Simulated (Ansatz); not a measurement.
in.yaml

```yaml
crystal:
  periodic: [false, false, false]
  atoms:
    - {symbol: Ga, position_ang: [0.000000, -0.321897, 2.500783]}
    - {symbol: C, position_ang: [0.000001, -0.208523, 0.496276]}
    - {symbol: P, position_ang: [0.000000, -0.430206, -1.335116]}
    - {symbol: H, position_ang: [-0.000001, 0.960626, -1.661943]}
basis:
  gaussian: {orbitals: cc-pVDZ}
magnetization: {spin_polarized: true, initial_magnetization: 5}
correlation: {method: ccsdt_q, electrons: outside_noble_gas}
```

```sh
$ ansatz run in.yaml --threads 1 --pin off --events-out ev --progress --plain --max-ram 2393MiB
```

The program prints:

```
1231 factors; integrals over basis functions are off by at most 2.2e-7 eV
mean field evaluation 1: about -62643.5981 eV, gradient 9.8e0 eV
mean field evaluation 2: about -62643.6048 eV, gradient 9.8e0 eV
mean field evaluation 4: about -62645.8897 eV, gradient 3.2e0 eV
mean field evaluation 8: about -62646.2920 eV, gradient 1.7e-1 eV
mean field evaluation 16: about -62645.8819 eV, gradient 3.2e0 eV
mean field evaluation 32: about -62646.2934 eV, gradient 3.9e-5 eV
mean field evaluation 64: about -62646.2699 eV, gradient 1.0e-1 eV
mean field evaluation 96: about -62643.8599 eV, gradient 1.1e0 eV
mean field evaluation 128: about -62643.2800 eV, gradient 1.1e0 eV
mean field evaluation 160: about -62642.1220 eV, gradient 7.5e-3 eV
...
cycle  13  -6.75451884 eV  change   -1.1e-4 eV  update   1.3e-4
cycle  14  -6.75464109 eV  change   -1.2e-4 eV  update   8.4e-5
cycle  15  -6.75465872 eV  change   -1.8e-5 eV  update   3.5e-5
cycle  16  -6.75464937 eV  change    9.3e-6 eV  update   2.1e-5
cycle  17  -6.75464191 eV  change    7.5e-6 eV  update   1.3e-5
cycle  18  -6.75463790 eV  change    4.0e-6 eV  update   8.4e-6
cycle  19  -6.75464028 eV  change   -2.4e-6 eV  update   5.7e-6
cycle  20  -6.75464366 eV  change   -3.4e-6 eV  update   3.7e-6
cycle  21  -6.75464491 eV  change   -1.3e-6 eV  update   2.4e-6
cycle  22  -6.75464451 eV  change    4.0e-7 eV  update   1.6e-6
perturbative correction -0.01689651 eV, -0.0006209354 hartree
Total energy: -62653.06497005 eV, -2302.4576698767 hartree
```

Ran on 1 thread of Arm Neoverse V1, shared host: 84 s wall, 0.64 GiB peak host memory.
